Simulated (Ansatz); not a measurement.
# H6NOSi: the cost of one run

All numbers below are computed with Ansatz 0.2.0 (UKS B3LYP-D4/6-31G*).

## (1) The starting structure

Bond lengths: Si1–O3 1.680 Å, O3–H4 1.010 Å, Si1–H5 1.459 Å, Si1–H6 1.459 Å, N7–H8 1.060 Å, N7–H9 1.060 Å. Angles: Si1–O3–H4 109.5°, O3–Si1–H5 109.5°, O3–Si1–H6 109.5°, H5–Si1–H6 109.5°, H8–N7–H9 120.0°.

Structure file:

```xyz
9

Si    0.0000    0.0000    0.0000
H     0.0000    0.0000    1.7100
O     1.5842    0.0000   -0.5594
H     1.9006   -0.9521   -0.6761
H    -0.6877    1.1914   -0.4862
H    -0.6877   -1.1914   -0.4862
N     0.0000    0.0000    3.0700
H    -0.4960   -0.7725    3.6000
H     0.4960    0.7725    3.6000
```

## (2) Pulling towards end A

Springs on the bonds that form and break draw the guess towards this end; the thresholds are loose.

The input, input.yaml:

```yaml
crystal:
  periodic: [false, false, false]
  atoms:
    - { symbol: Si, position_ang: [0.0, 0.0, 0.0] }
    - { symbol: H, position_ang: [0.0, 0.0, 1.71] }
    - { symbol: O, position_ang: [1.5842, 0.0, -0.5594] }
    - { symbol: H, position_ang: [1.9006, -0.9521, -0.6761] }
    - { symbol: H, position_ang: [-0.6877, 1.1914, -0.4862] }
    - { symbol: H, position_ang: [-0.6877, -1.1914, -0.4862] }
    - { symbol: "N", position_ang: [0.0, 0.0, 3.07] }
    - { symbol: H, position_ang: [-0.496, -0.7725, 3.6] }
    - { symbol: H, position_ang: [0.496, 0.7725, 3.6] }
magnetization:
  spin_polarized: true
  initial_magnetization: 1
basis:
  gaussian: { orbitals: "6-31G*" }
hamiltonian:
  xc: b3lyp
  dispersion: d4
relax:
  f_tol: 0.15
  max_steps: 25
  restrain:
    - { distance: [1, 6], at: 2.26, k: 30.0 }
    - { distance: [0, 1], at: 1.46, k: 30.0 }
output:
  orbitals: {}
```

Run with:

```bash
$ ansatz run input.yaml --threads 1 --pin off --max-ram 2048MiB --backend cpu --events-out ev --progress --plain --runs-dir out
```

Q: Estimate wall time and peak memory on 1 thread of Arm Neoverse V1, shared host.

About 32 s, with a peak of 0.15 GiB.
